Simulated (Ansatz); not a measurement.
Reaction (formal exchange of groups at a C–C bond): `CCCCC(C)CC` + `CC(F)CF` → `CCC(F)CF` + `CCCC(C)CC`

Isolated molecules relaxed with PBE0-D4/def2-TZVP in Ansatz; ΔE leaves out vibrations. CCSD(T)/CBS is the MP2 limit (def2-TZVPP, def2-QZVPP) plus CCSD(T) − MP2 in def2-TZVPP, frozen cores. Functionals use def2-TZVPP. B3LYP here is the variant with VWN-RPA as its local correlation; programs differ in this. One conformer a species, not always the lowest.

(1) Is it downhill or uphill in electronic energy at CCSD(T)/CBS, and by how much? (An estimate is asked.)

(2) What do these levels give: r2SCAN-D4, BHLYP-D4, CAM-B3LYP-D4, ωB97X-V, ωB97M-V, revPBE, B3LYP, BHLYP, CAM-B3LYP, MP2/def2-SVP, CCSD/def2-SVP, HF/def2-TZVPP? (Estimate.)

Largest T1 diagnostic among the species: 0.010.

Results:

(1) The calculation gave: Nearly level: ΔE = -0.2 kcal/mol.

(2) Computed: r2SCAN-D4 -0.3, BHLYP-D4 -0.4, CAM-B3LYP-D4 -0.4, ωB97X-V -0.3, ωB97M-V -0.3, revPBE -1.1, B3LYP -1.1, BHLYP -1.0, CAM-B3LYP -0.9, MP2/def2-SVP -0.5, CCSD/def2-SVP -0.8, HF/def2-TZVPP -1.2 kcal/mol.

Leaving LDA and LC-ωPBE aside and taking each functional with its dispersion term where it has one, the values, not all of them listed here, spread over 0.6 kcal/mol, from B2PLYP to revPBE-D4. In def2-TZVPP, CCSD(T) changes the Hartree–Fock value by +1.0 kcal/mol (the triples alone add +0.1 kcal/mol) and MP2 by +1.3 kcal/mol.
